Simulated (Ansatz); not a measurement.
`C=C(N)NC` and `C=CC(=C)N` differ in one atom or group.

Ansatz, PBE0-D4/def2-TZVP geometries, multiplicity 1. Each molecule was computed in one conformer, which needn't be the lowest.

```csv
property,`C=C(N)NC`
HOMO–LUMO gap (B3LYP/def2-TZVPP) / eV,6.05
LUMO energy (PBE/def2-TZVPP) / eV,0.11
HOMO energy (PBE/def2-TZVPP) / eV,-4.48
HOMO energy (B3LYP/def2-TZVPP) / eV,-5.43
LUMO energy (PBE0/def2-TZVPP) / eV,0.97
size of the dipole moment (B3LYP/def2-TZVPP) / D,1.03
```

Question: What does the change do to each property? (An estimate is asked.)

Answer: Ansatz gave: 
| property | `C=CC(=C)N` | shift |
| --- | --- | --- |
| HOMO–LUMO gap (B3LYP/def2-TZVPP) / eV | 5.01 | -1.04 |
| LUMO energy (PBE/def2-TZVPP) / eV | -1.57 | -1.68 |
| HOMO energy (PBE/def2-TZVPP) / eV | -5.02 | -0.54 |
| HOMO energy (B3LYP/def2-TZVPP) / eV | -5.88 | -0.45 |
| LUMO energy (PBE0/def2-TZVPP) / eV | -0.66 | -1.63 |
| size of the dipole moment (B3LYP/def2-TZVPP) / D | 1.23 | 0.20 |

With PBE0 the HOMO falls by 0.46 eV and the LUMO falls by 1.63 eV, so the gap narrows by about 1.17 eV. PBE moves the HOMO by -0.54 eV and ωB97M-V by -0.38 eV. Dipoles are sizes alone; their direction can turn.

B3LYP here is the variant with VWN-RPA as its local correlation; programs differ in this.
